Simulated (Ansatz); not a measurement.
Born–Oppenheimer molecular dynamics of CHOSi (4 atoms, charge -1, multiplicity 1). It starts at the highest image of a converged band. Of that band: Neighbouring images differ by up to 1.2 eV, so the band resolves the path poorly. A vibrational analysis at the climbing image gives one clearly imaginary mode, 1347i cm⁻¹: a first-order saddle point.

Level of theory: Ansatz, UKS B3LYP/def2-SVP.

```json
{"ensemble": "NVE (velocity Verlet)", "time step": "0.5 fs", "steps asked": "200", "starting velocities drawn for": "300 K", "seed": "11670"}
```

Frames 0.5 fs apart, positions in Å.

Velocities at 10.0 fs (Å/ps):

```
C 2.93 6.91 -4.57
Si 0.79 1.03 -0.67
O -3.37 -3.67 2.78
H -3.30 -52.58 29.00
```

```xyz
4
Properties=species:S:1:pos:R:3 time_fs=10.0 energy_less_start_eV=-0.190 T=1033
C 0.761 0.294 -0.664
Si -0.539 1.195 0.154
O -0.594 -0.587 0.586
H 0.198 -1.069 0.204
4
Properties=species:S:1:pos:R:3 time_fs=10.5 energy_less_start_eV=-0.189 T=1029
C 0.762 0.297 -0.666
Si -0.538 1.196 0.154
O -0.595 -0.589 0.588
H 0.196 -1.095 0.219
4
Properties=species:S:1:pos:R:3 time_fs=11.0 energy_less_start_eV=-0.183 T=1005
C 0.764 0.301 -0.668
Si -0.538 1.196 0.154
O -0.597 -0.591 0.589
H 0.193 -1.121 0.234
4
Properties=species:S:1:pos:R:3 time_fs=11.5 energy_less_start_eV=-0.173 T=970
C 0.765 0.305 -0.671
Si -0.537 1.197 0.153
O -0.599 -0.593 0.591
H 0.189 -1.144 0.249
4
Properties=species:S:1:pos:R:3 time_fs=12.0 energy_less_start_eV=-0.164 T=935
C 0.767 0.308 -0.673
Si -0.537 1.197 0.153
O -0.601 -0.595 0.592
H 0.183 -1.165 0.265
4
Properties=species:S:1:pos:R:3 time_fs=12.5 energy_less_start_eV=-0.158 T=910
C 0.768 0.312 -0.676
Si -0.536 1.197 0.153
O -0.602 -0.597 0.594
H 0.175 -1.184 0.281
4
Properties=species:S:1:pos:R:3 time_fs=13.0 energy_less_start_eV=-0.155 T=901
C 0.770 0.316 -0.678
Si -0.536 1.198 0.152
O -0.604 -0.600 0.595
H 0.165 -1.199 0.298
4
Properties=species:S:1:pos:R:3 time_fs=13.5 energy_less_start_eV=-0.157 T=907
C 0.772 0.320 -0.681
Si -0.535 1.198 0.152
O -0.605 -0.602 0.597
H 0.152 -1.212 0.316
4
Properties=species:S:1:pos:R:3 time_fs=14.0 energy_less_start_eV=-0.161 T=922
C 0.773 0.324 -0.683
Si -0.534 1.198 0.151
O -0.607 -0.605 0.599
H 0.138 -1.222 0.334
4
Properties=species:S:1:pos:R:3 time_fs=14.5 energy_less_start_eV=-0.164 T=932
C 0.775 0.329 -0.686
Si -0.534 1.198 0.151
O -0.608 -0.608 0.600
H 0.122 -1.229 0.351
4
Properties=species:S:1:pos:R:3 time_fs=15.0 energy_less_start_eV=-0.162 T=925
C 0.777 0.333 -0.689
Si -0.533 1.198 0.150
O -0.610 -0.611 0.602
H 0.106 -1.234 0.369
4
Properties=species:S:1:pos:R:3 time_fs=15.5 energy_less_start_eV=-0.154 T=893
C 0.778 0.337 -0.691
Si -0.532 1.198 0.150
O -0.611 -0.613 0.603
H 0.090 -1.238 0.386
```

Of the whole run (100 fs, mean temperature of the second half 1987 K): The conserved energy stayed within 0.21 meV per atom of its start (net change -0.13 meV per atom), so the integration is sound. The system heated up, since it started high on the potential surface and ran downhill. A run of 0.1 ps of so small a system gives no equilibrium averages. The orbitals stay closed-shell, which can raise the energy where a bond breaks towards radicals; this wasn't checked here. Limits of this set-up: an anion without diffuse functions, the dipole of an ion depends on the origin.

Time of the run: 15 min on 1 thread of Arm Neoverse N1 (shared host), peak memory 0.21 GiB.
